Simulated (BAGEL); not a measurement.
# C2ClF3 (chlorotrifluoroethylene): RI-MP2/cc-pVDZ (density fitting with cc-pvqz-jkfit)

What is the energy change on altering one bond length of C2ClF3 (chlorotrifluoroethylene) at RI-MP2/cc-pVDZ (density fitting with cc-pvqz-jkfit)? 

The results are computed with BAGEL 1.2.2.

1 further run of the same task is left out (set aside as unsound or not needed).

### Step 1. Starting point

C2ClF3: 6 atoms, total charge 0, spin state singlet. SMILES: `FC(F)=C(F)Cl`. Geometry: relaxed at PBE0-D4/def2-TZVP.

Bond lengths: F1–C2 1.308 Å, C2–F3 1.307 Å, C2–C4 1.324 Å, C4–F5 1.324 Å, C4–Cl6 1.693 Å. Angles: F1–C2–F3 112.6°, F1–C2–C4 123.3°, F3–C2–C4 124.1°, C2–C4–F5 120.3°, C2–C4–Cl6 123.9°, F5–C4–Cl6 115.8°.

### Step 2. A single-point energy at RI-MP2/cc-pVDZ (density fitting with cc-pvqz-jkfit)

input.json

```json
{ "bagel": [

{
  "title": "molecule",
  "basis": "cc-pvdz.json",
  "df_basis": "cc-pvqz-jkfit",
  "angstrom": "true",
  "geometry": [
    { "atom": "F", "xyz": [    0.754980,   -1.638860,    0.121480 ] },
    { "atom": "C", "xyz": [   -0.084770,   -0.642210,    0.238150 ] },
    { "atom": "F", "xyz": [   -1.171340,   -0.974840,    0.883330 ] },
    { "atom": "C", "xyz": [    0.149100,    0.567290,   -0.247440 ] },
    { "atom": "F", "xyz": [    1.278540,    0.821980,   -0.890380 ] },
    { "atom": "Cl", "xyz": [   -0.926530,    1.866650,   -0.105120 ] }
  ]
},
{ "title": "hf" },
{ "title": "mp2", "ncore": 10 }

]}
```

The basis set cc-pVDZ is read from a file made from the Basis Set Exchange's data (not shown).

Command:

```
$ BAGEL_NUM_THREADS=1 BAGEL input.json > input.out
```

The program printed:

```text
* using 1 threads per process

  ===============================================================
  ===============================================================

  *** Geometry ***

  { "atom" : "F", "xyz" : [      1.426705,     -3.096997,      0.229564 ] },
  { "atom" : "C", "xyz" : [     -0.160192,     -1.213601,      0.450038 ] },
  { "atom" : "F", "xyz" : [     -2.213512,     -1.842181,      1.669252 ] },
  { "atom" : "C", "xyz" : [      0.281758,      1.072023,     -0.467594 ] },
  { "atom" : "F", "xyz" : [      2.416090,      1.553317,     -1.682574 ] },
  { "atom" : "Cl", "xyz" : [     -1.750888,      3.527457,     -0.198648 ] },

  Number of auxiliary basis functions:      678

  Since a DF basis is specified, we compute 2- and 3-index integrals:
    o Being stored without compression. Storage requirement is 0.042 GB

  Number of basis functions:       88
  Number of electrons      :       56

    * METHOD: MOLECULE                             0.84

  *** RHF ***

  === Nuclear Repulsion ===
   295.7452762876

      * DIIS with orbital gradients will be used.

  === RHF iteration (cc-pvdz.json) ===
      0       -833.29460493          0.01521539           0.21
      1       -833.42059634          0.01128009           0.20
      2       -833.50323794          0.00109316           0.20
      3       -833.50474981          0.00027184           0.20
      4       -833.50482503          0.00010460           0.20
      5       -833.50483881          0.00002771           0.20
      6       -833.50484015          0.00000776           0.20
      7       -833.50484023          0.00000188           0.20
      8       -833.50484023          0.00000089           0.20
      9       -833.50484023          0.00000032           0.20
     10       -833.50484023          0.00000011           0.20
     11       -833.50484023          0.00000004           0.20
     12       -833.50484023          0.00000002           0.20
     13       -833.50484023          0.00000000           0.20
    * SCF iteration converged.

    * Permanent dipole moment:
           (    0.185335,    -0.059050,    -0.074789) a.u.

    * METHOD: HF                                   3.17

  *** RHF ***

  === Nuclear Repulsion ===
   295.7452762876

      * DIIS with orbital gradients will be used.

  === RHF iteration (cc-pvdz.json) ===
      0       -833.50484023          0.00000000           0.20
    * SCF iteration converged.

    * Permanent dipole moment:
           (    0.185336,    -0.059050,    -0.074789) a.u.

  === DF-MP2 calculation ===

    * freezing 10 orbitals
    * 3-index integral transformation done
    * assembly done

      MP2 correlation energy:   -0.9417551919      0.14

      MP2 total energy:       -834.4465954235

    * METHOD: MP2                                  0.56

  ===============================================================
```

It took 4.8 s on 1 thread of Arm Neoverse N1, shared host; peak memory 0.16 GiB.

### Step 3. The distorted shape

job.json

```json
{ "bagel": [

{
  "title": "molecule",
  "basis": "cc-pvdz.json",
  "df_basis": "cc-pvqz-jkfit",
  "angstrom": true,
  "geometry": [
    { "atom": "F", "xyz": [       0.585555,      -1.677065,       0.217926 ] },
    { "atom": "C", "xyz": [      -0.254195,      -0.680415,       0.334596 ] },
    { "atom": "F", "xyz": [      -1.340765,      -1.013045,       0.979776 ] },
    { "atom": "C", "xyz": [      -0.020325,       0.529085,      -0.150994 ] },
    { "atom": "F", "xyz": [       1.278540,       0.821980,      -0.890380 ] },
    { "atom": "Cl", "xyz": [      -1.095955,       1.828445,      -0.008674 ] }
  ]
},

{ "title": "hf", "charge": 0 },

{ "title": "mp2", "charge": 0, "ncore": 10 }

]}
```

The basis set cc-pVDZ is read from a file made from the Basis Set Exchange's data (not shown).

Command:

```
$ BAGEL_NUM_THREADS=1 BAGEL job.json > job.out
```

The program printed:

```text
* using 1 threads per process

  ===============================================================
  ===============================================================

  *** Geometry ***

  { "atom" : "F", "xyz" : [      1.106539,     -3.169194,      0.411820 ] },
  { "atom" : "C", "xyz" : [     -0.480359,     -1.285798,      0.632295 ] },
  { "atom" : "F", "xyz" : [     -2.533679,     -1.914378,      1.851508 ] },
  { "atom" : "C", "xyz" : [     -0.038409,      0.999826,     -0.285337 ] },
  { "atom" : "F", "xyz" : [      2.416090,      1.553317,     -1.682574 ] },
  { "atom" : "Cl", "xyz" : [     -2.071055,      3.455260,     -0.016391 ] },

  Number of auxiliary basis functions:      678

  Since a DF basis is specified, we compute 2- and 3-index integrals:
    o Being stored without compression. Storage requirement is 0.042 GB

  Number of basis functions:       88
  Number of electrons      :       56

    * METHOD: MOLECULE                             0.79

  *** RHF ***

  === Nuclear Repulsion ===
   288.9504523442

      * DIIS with orbital gradients will be used.

  === RHF iteration (cc-pvdz.json) ===
      0       -833.23029308          0.01651994           0.21
      1       -833.35824133          0.01320840           0.20
      2       -833.47534226          0.00128299           0.20
      3       -833.47738269          0.00053975           0.20
      4       -833.47764517          0.00013198           0.20
      5       -833.47767849          0.00003670           0.20
      6       -833.47768117          0.00001031           0.20
      7       -833.47768132          0.00000272           0.20
      8       -833.47768134          0.00000108           0.20
      9       -833.47768134          0.00000050           0.20
     10       -833.47768134          0.00000016           0.20
     11       -833.47768134          0.00000007           0.20
     12       -833.47768134          0.00000002           0.20
     13       -833.47768134          0.00000001           0.20
    * SCF iteration converged.

    * Permanent dipole moment:
           (    0.507917,     0.059370,    -0.272327) a.u.

    * METHOD: HF                                   3.19

  *** RHF ***

  === Nuclear Repulsion ===
   288.9504523442

      * DIIS with orbital gradients will be used.

  === RHF iteration (cc-pvdz.json) ===
      0       -833.47768134          0.00000001           0.20
    * SCF iteration converged.

    * Permanent dipole moment:
           (    0.507918,     0.059369,    -0.272327) a.u.

  === DF-MP2 calculation ===

    * freezing 10 orbitals
    * 3-index integral transformation done
    * assembly done

      MP2 correlation energy:   -0.9510875959      0.14

      MP2 total energy:       -834.4287689354

    * METHOD: MP2                                  0.57

  ===============================================================
```

Run time: 4.8 s. Hardware: 1 thread of Arm Neoverse N1, shared host; peak memory 0.16 GiB.

### Step 4. Summary of results

At RI-MP2/cc-pVDZ (density fitting with cc-pvqz-jkfit), 10 core orbitals frozen:

| quantity | value |
| --- | --- |
| first shape: total energy | -834.44660 Eh |
| first shape: correlation energy (10 core orbitals frozen) | -941.8 mEh |
| distorted shape: total energy | -834.42877 Eh |
| distorted shape: correlation energy (10 core orbitals frozen) | -951.1 mEh |
| energy change with the C4–F5 bond stretched from 1.324 to 1.523 Å | 0.485 eV |

**Reading.** With the C4–F5 bond stretched from 1.324 to 1.523 Å the energy rises by 0.49 eV (46.8 kJ/mol). The first shape isn't relaxed at this level, so the change isn't measured from a minimum.
